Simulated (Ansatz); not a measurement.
Compare A (`CC(O)(F)C=O`) with its isomer B (`O=CCOCF`).

Program: Ansatz. Geometries: PBE0-D4/def2-TZVP. ΔE: electronic, gas phase. CCSD(T)/CBS adds triple-zeta CCSD(T) − MP2 to the extrapolated MP2 energy (def2 sets, frozen cores). DFT in def2-TZVPP. One conformer a species, not always the lowest.

(1) Which isomer does CCSD(T)/CBS put lower? Give the gap. (Best estimate.)

(2) Give E(B) − E(A) in kcal/mol with MP2/def2-TZVPP, ωB97M-V, B2PLYP, PBE0-D4, CCSD/def2-TZVPP, CCSD(T)/def2-TZVPP, PBE-D4. (Best estimate.)

Largest T1 diagnostic: 0.014.

Answers

(1) Computed: A, by 18.1 kcal/mol.

(2) Ansatz gave: MP2/def2-TZVPP 18.5, ωB97M-V 17.9, B2PLYP 16.6, PBE0-D4 17.3, CCSD/def2-TZVPP 17.0, CCSD(T)/def2-TZVPP 17.5, PBE-D4 17.2. None reverses the order clearly.

In def2-TZVPP, CCSD(T) changes the Hartree–Fock value by +3.7 kcal/mol (the triples alone add +0.5 kcal/mol) and MP2 by +4.7 kcal/mol.
